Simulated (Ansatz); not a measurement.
Al(CO)H3 (CH3AlO). Total charge 0; triplet. Geometry PBE0-D4/def2-TZVP, that of the neutral singlet; atoms count from 1.

Cartesian coordinates in Å:
```
Al -0.347 -0.343 0.674
C 0.548 0.545 -1.067
O 1.017 1.004 -1.973
H -0.710 -1.720 -0.043
H -1.477 0.769 0.841
H 0.969 -0.255 1.568
```

At PBE0-D4/def2-TZVP a singlet of charge 0 lies 5.41 eV below the triplet at the same geometry.

Problem. Estimate the Mulliken populations from the PBE0/def2-TZVP orbitals of Ansatz.

Solution. 
| atom | charge (e) | spin (α − β) |
| --- | --- | --- |
| Al1 | 0.20 | 0.38 |
| C2 | -0.22 | 0.56 |
| O3 | -0.08 | 0.23 |
| H4 | 0.15 | 0.51 |
| H5 | -0.02 | 0.16 |
| H6 | -0.02 | 0.16 |
Mulliken values depend strongly on the basis.

Problem. Where does the spin sit?

Solution. Summed by element: Al 0.38, C 0.56, O 0.23, H 0.83, of 2 unpaired in all. Largest on single atoms: C2 0.56, H4 0.51, Al1 0.38.

Problem. And the Mayer bond orders between heavy atoms (over 0.3)?

Solution. Al1–C2 1.04 (2.15 Å); C2–O3 2.20 (1.12 Å).
